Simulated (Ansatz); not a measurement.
# MgHF (singlet): from Hartree-Fock to the top rungs at scale of all distances = 1.503, 6-31G

Aim: climb from Hartree-Fock through coupled cluster and multireference methods for MgHF (singlet) at one geometry and basis, and see what each rung misses.

Program: Ansatz 0.2.0, Gaussian basis. Level of theory: 6-31G, core rule «outside noble gas», up to 6 orbitals frozen. These are calculated values, not measurements.

The runs, in order: UHF; CCSD(T) on RHF; CCSD(T) on UHF; BCCD(T) on RHF; CISD; CCSDT(Q) on RHF; CCSDT(Q) on UHF; CISDTQ; CCSDTQ on RHF; CASSCF and MRCISD+Q, 2 electrons in 2 orbitals; CASSCF and NEVPT2, 2 electrons in 2 orbitals; Full CI.

31 further runs of the same task are left out: 13 for a known fault of the program, 13 that didn't finish, 5 set aside as unsound or not needed.

### 1 The geometry

The geometry derives from a PBE0/def2-TZVP stationary point (not a proven minimum). All distances are scaled together.

3 atoms, charge 0, spin multiplicity 1.

Atoms are counted from 1 here; the program's logs count them from 0.

No contacts short enough for the rule that draws bonds.

### 2 UHF

File in.yaml:

```yaml
crystal:
  periodic: [false, false, false]
  atoms:
    - {symbol: F, position_ang: [0.000000, 0.000000, 2.604849]}
    - {symbol: Mg, position_ang: [0.000000, 0.000000, -0.034118]}
    - {symbol: H, position_ang: [0.000000, 0.000000, -2.570731]}
basis:
  gaussian: {orbitals: 6-31G}
magnetization: {spin_polarized: true, initial_magnetization: 0}
hamiltonian: {xc: hf}
output: {orbitals: {seedname: orbitals}}
```

On the command line:

```console
$ ansatz run in.yaml --threads 1 --pin off --events-out ev --progress --plain --max-ram 2393MiB
```

Further steps of the session: CCSD(T) on RHF; CCSD(T) on UHF; BCCD(T) on RHF; CISD; CCSDT(Q) on RHF; CCSDT(Q) on UHF; CISDTQ; CCSDTQ on RHF; CASSCF and MRCISD+Q, 2 electrons in 2 orbitals; CASSCF and NEVPT2, 2 electrons in 2 orbitals; Full CI.

**Question.** What will the summary of the whole plan be? Wanted: FCI below the RHF energy; RMP2 from FCI; UMP2 from FCI; RCCSD from FCI; RCCSD(T) from FCI; UCCSD(T) from FCI; RCCSDT(Q) from FCI; UCCSDT(Q) from FCI; NEVPT2 pair from FCI.

As calculated:

| quantity | value |
| --- | --- |
| FCI below the RHF energy | -5.1017 eV |
| RMP2 from FCI | +588.2 meV |
| UMP2 from FCI | +719.9 meV |
| RCCSD from FCI | +150.8 meV |
| RCCSD(T) from FCI | +33.9 meV |
| UCCSD(T) from FCI | +54.5 meV |
| RCCSDT(Q) from FCI | -13.8 meV |
| UCCSDT(Q) from FCI | -15.8 meV |
| NEVPT2 pair from FCI | +177.7 meV |
| MRCISD+Q pair from FCI | +65.6 meV |
| levels within 1 kcal/mol (43 meV) | RCCSD(T), BCCD(T), RCCSDT, UCCSDT, CISDTQ, RCCSDT(Q), UCCSDT(Q), RCCSDTQ |
| T1 diagnostic | 0.042 |
| effectively unpaired electrons | 0.27 |

**Reading.** RCCSD(T) lands +33.9 meV from the yardstick (0.7 % of the correlation energy). CCSD(T) misses by +33.9 meV on the restricted determinant and by +54.5 meV on the unrestricted one; the two need not hold the same state or core. RCCSDT(Q), UCCSDT(Q) fall below full CI: unrestricted runs freeze a spin-polarised core, another one than full CI's, and coupled cluster isn't variational. The occupations show some static correlation. Of the multireference levels listed MRCISD+Q pair comes nearest in total energy (+65.6 meV), which doesn't show that its space is the better one. These misses are within one basis, not against nature.
